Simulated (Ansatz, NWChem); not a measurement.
## How basis sets differ on C2H3F3 (1,1,1-trifluoroethane)

The species is C2H3F3 (8 atoms), meant as a singlet with charge 0. As SMILES, `CC(F)(F)F`. Geometry: relaxed at PBE0-D4/def2-TZVP.

Each level gives the atomisation enthalpy at 298 K (kJ/mol). The values are calculated. The thermal term (zero-point and 298 K enthalpy, harmonic and unscaled) is that of PBE0-D4/def2-TZVP; the spin-orbit lowering of the free atoms at 298 K, 3.9 kJ/mol by their spectra, is taken off.

Measured value to compare with: CRC Handbook of Chemistry and Physics gives the atomisation enthalpy at 298 K of the gas as 3070 kJ/mol.

| level | kind | program | value (kJ/mol) | computed − measured | CPU time (all runs) |
| --- | --- | --- | --- | --- | --- |
| M06-2X/def2-SVPD | hybrid meta-GGA | NWChem | 3109 | +39 | 22 s |
| M06-2X/def2-TZVP | hybrid meta-GGA | NWChem | 3083 | +13 | 41 s |
| M06-2X/cc-pVDZ | hybrid meta-GGA | NWChem | 3049 | -21 | 58 s |
| M06-2X/def2-SVP | hybrid meta-GGA | NWChem | 3125 | +55 | 8.6 s |

Nearest: M06-2X/def2-TZVP (+13 kJ/mol); farthest: M06-2X/def2-SVP (+55 kJ/mol). Times are those of the runs behind each value, whatever else they computed, on shared processors of several kinds: orders of magnitude only.
